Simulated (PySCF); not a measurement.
Consider `CC=N` (C2H5N). Optimised structure (Å), atoms numbered from 1:
```
C     0.8062   -0.1530    0.0507
C    -0.5235    0.5245   -0.0667
N    -1.6734   -0.0059   -0.1052
H     1.3395    0.2008    0.9484
H     1.4436    0.1001   -0.8125
H     0.7028   -1.2473    0.1071
H    -0.4830    1.6280   -0.1264
H    -1.5901   -1.0286   -0.0425
```

Computed at ωB97X-D3(BJ)/ma-def2-TZVP // PBE0-D3(BJ)/def2-SVP with PySCF (density fitting, grid level 2). Zero-point and thermal terms (298.15 K, 1 bar) come from unscaled PBE0-D3(BJ)/def2-SVP harmonic frequencies, with soft modes damped to free rotors in the entropy.

(1) What are the vertical and the adiabatic ionisation energy for forming the radical cation?

(2) Where does the unpaired spin of the relaxed radical cation sit?

(3) What oxidation potential follows in acetonitrile (IEF-PCM), given that Fc+/Fc comes at 4.54 V absolute with this functional and basis?

(4) How far is −ε(HOMO) from the vertical value by ΔSCF?

Answers

(1) 10.26 eV vertical and 9.43 eV adiabatic, the latter with zero-point energy.

(2) N3 (imine nitrogen) 0.94, C1 (methyl carbon) 0.10, C2 (imine carbon) -0.10 (intrinsic atomic orbital populations).

(3) In the gas phase ΔG of oxidation is 9.409 eV, and solvation is -23.9 kJ/mol for the parent and -274.6 kJ/mol for the product, so the absolute potential is 6.81 V, or 2.27 V against Fc+/Fc. Fc+/Fc in acetonitrile, 4.54 V, is ωB97X-D3(BJ)/ma-def2-TZVP on PBE0-D3(BJ)/def2-SVP structures with GFN2-xTB thermal terms. Benchmark calculations put it near 5.0 V in acetonitrile and DMSO, so it is about 0.5 V low, and the value against it can read up to that much too high. The solvent is electrostatics only, on gas-phase structures; the absolute scale refers to an electron at rest in vacuum.

(4) −ε(HOMO) = 10.20 eV, which is 0.06 eV below the ΔSCF value.
